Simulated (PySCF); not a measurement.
# Electronic absorption of HNO3

Compound: HNO3.
Atom-mapped SMILES: `[O:1]=[N:2][O:3][OH:4]` (hydrogens: H5 on O4)

The calculation used TDDFT CAM-B3LYP/def2-SVPD, vertical, gas phase, core orbitals frozen in the response (PySCF). Geometry: GFN2-xTB, one conformer, isolated molecule. Torsions of this conformer, `[O:1]=[N:2][O:3][OH:4]`: O1–N2–O3–O4 0°, H–O4–O3–N2 0°.

```
state  E (eV)  λ (nm)       f  |μ| (D)  symmetry  main configurations (H = HOMO, L = LUMO)
   S1    3.98   311.8  0.0021     0.37        A″                                 H→L (99%)
   S2    5.93   208.9  0.0005     0.15         –                             H-1→L+1 (91%)
   S3    6.11   203.1   0.017     0.84        A′                  H-1→L (65%), H→L+1 (31%)
   S4    7.03   176.4   0.113     2.06        A′                  H→L+1 (65%), H-1→L (28%)
   S5    7.46   166.2  0.0014     0.23         –                               H-2→L (98%)
   S6    8.75   141.8   0.035     1.03        A′   H-3→L (62%), H→L+2 (20%), H-2→L+1 (12%)
   S7    8.91   139.1   0.023     0.83        A″                             H-1→L+2 (76%)
   S8    8.96   138.3  0.0001     0.07         –                H-4→L (77%), H-3→L+1 (16%)
```

Triplets (Tamm–Dancoff): T1 2.90 eV, H→L (99%); T2 4.39 eV, H-1→L (84%), H-3→L (15%); T3 4.84 eV, H-1→L+1 (86%), H-1→L+2 (8%).

The lowest singlet lies at 3.98 eV (312 nm, ultraviolet) and is very weak; its leading configuration is HOMO→LUMO (99%). The strongest level in the table is S4 at 7.03 eV (176 nm, f = 0.113). Löwdin shares by element: HOMO oxygen 66%, nitrogen 32%; LUMO oxygen 50% or more, nitrogen 47%. Weighted by f, the mean energy of these states is 7.46 eV. Of the 8 states listed, 4 reach f = 0.01 and 2 stay under 0.0005. The listed states span 4.99 eV, and the widest gap between neighbours is 1.96 eV (S1 to S2). Symmetry labels in Cs follow from the direction of the transition dipole and are given only for states with f of 0.002 or more. Singlets were solved by full linear response, triplets in the Tamm–Dancoff approximation.
